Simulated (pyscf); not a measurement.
## Routes from `[GeH4]` + `[NH3]`

Candidate steps break at most two bonds and form at most two. Each was searched with GFN2-xTB (tblite) first. PySCF, gas phase, ωB97X-D3(BJ)/def2-SVP geometries. Energies: ωB97M-D3(BJ)/def2-TZVP, eV, from the separated reactants, singlet surface; ΔG‡ with ideal gas, 1 atm, RRHO with modes under 100 cm⁻¹ raised to 100, one conformer, R ln 2 for chiral ones without a mode under 150 cm⁻¹.

```tsv
products	type	ΔE‡	ΔE	ΔG‡ 298 K	ΔG‡ 900 K	ν‡ (cm⁻¹)
GeH₄ + NH₃	four-centre exchange	2.01	0.00	2.36	2.91	651i
H₂N–GeH₃ + H₂	four-centre exchange	2.22	+0.29	2.50	3.27	1368i
```

Plain bond fissions and candidates not yet searched are not listed, and one of them may be faster. Each barrier is that of the saddle found; lower ones may exist. Elements up to Kr have no core potential and no relativistic terms here.
